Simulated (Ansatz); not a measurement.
System: C$_{2}$H$_{2}$, charge 0, triplet. This triplet is an excited state, 3.9 eV above the singlet at CCSD(T)/cc-pV5Z (Ansatz, an electronic-structure program). C2H2 (parent SMILES C#C, triplet).
B3LYP-D3(BJ)/def2-TZVP minimum from Ansatz:
```
C
C 1 1.3238
H 1 1.0925 2 128.66
H 2 1.0925 1 128.66 3 0.00
```
Charge 0, spin multiplicity 3.

Total energies in aug-cc-pVDZ, 10 correlated electrons, 2 frozen orbitals. Open shells are spin-unrestricted; no spin-orbit coupling. Correlated methods leave the cores frozen. No relativity. The spin of C2H2 (parent SMILES C#C, triplet) was assumed, and the state is the lowest solution found for it.

| method | program | energy (Eh) | minus CCSDT(Q) (mEh) |
|---|---|---|---|
| HF | Ansatz | -76.73275 | 258.33 |
| MP2 | Ansatz | -76.94736 | 43.72 |
| CCSD | Ansatz | -76.97896 | 12.12 |
| CCSD(T) | Ansatz | -76.98869 | 2.40 |
| CCSDT(Q) | Ansatz | -76.99108 | 0.00 |

Rough core times of Ansatz's runs on a shared machine: CCSD(T) under 20 s, CCSDT(Q) 70 s.
